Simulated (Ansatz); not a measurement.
# SiH₄+ (doublet): from Hartree-Fock to the top rungs, def2-QZVPP

One table from this session's results is given with a row withheld; the runs are named, their logs left out.

Method: def2-QZVPP, core rule «outside noble gas», up to 5 orbitals frozen; program: Ansatz 0.2.0, Gaussian basis.

To be run: UHF; ROHF; CCSD(T) on UHF.

2 further runs of the same task are left out: 2 set aside as unsound or not needed.

## The system

The geometry is a PBE0/def2-TZVP stationary point (not a proven minimum) of the parent state, kept for this charge and spin.

5 atoms, charge 1, spin multiplicity 2.

Atoms are counted from 1 here; the program's logs count them from 0.

Bond lengths: Si1–H2 1.485 Å, Si1–H3 1.485 Å, Si1–H4 1.485 Å, Si1–H5 1.485 Å. Angles: H2–Si1–H3 109.5°, H2–Si1–H4 109.5°, H2–Si1–H5 109.5°, H3–Si1–H4 109.5°, H3–Si1–H5 109.5°, H4–Si1–H5 109.5°.

As a file:

```xyz
5
H4Si
Si    0.00000    0.00000    0.00000
H     0.85585    0.85874    0.85683
H    -0.85955   -0.85442    0.85745
H    -0.85473    0.85554   -0.86115
H     0.85843   -0.85986   -0.85313
```

Set-up of the first run:

The input, in.yaml:

```yaml
crystal:
  periodic: [false, false, false]
  atoms:
    - {symbol: Si, position_ang: [0.000000, 0.000000, 0.000000]}
    - {symbol: H, position_ang: [0.855850, 0.858745, 0.856831]}
    - {symbol: H, position_ang: [-0.859551, -0.854424, 0.857445]}
    - {symbol: H, position_ang: [-0.854730, 0.855535, -0.861149]}
    - {symbol: H, position_ang: [0.858431, -0.859856, -0.853127]}
basis:
  gaussian: {orbitals: "def2-QZVPP.json"}
total_charge: 1
magnetization: {spin_polarized: true, initial_magnetization: 1}
hamiltonian: {xc: hf}
output: {orbitals: {seedname: orbitals}}
```

Launch:

```console
$ ansatz run in.yaml --threads 1 --pin off --events-out ev --progress --plain --max-ram 4096MiB --backend cpu
```

Steps of the session up to this table: UHF; ROHF; CCSD(T) on UHF.

One of the session's tables, all rows but one given; the rest of the session is left out.

| method | from UCCSD(T) (kJ/mol) |
| --- | --- |
| ROHF | ? |
| UHF | +402.1 |
| UMP2 | +80.9 |
| UCCSD | +10.7 |
| UCCSD(T) | 0 |

**Question.** Estimate the row for ROHF.

The run gave: from UCCSD(T) (kJ/mol): +408.7. In the column «from UCCSD(T) (kJ/mol)» it is the highest.
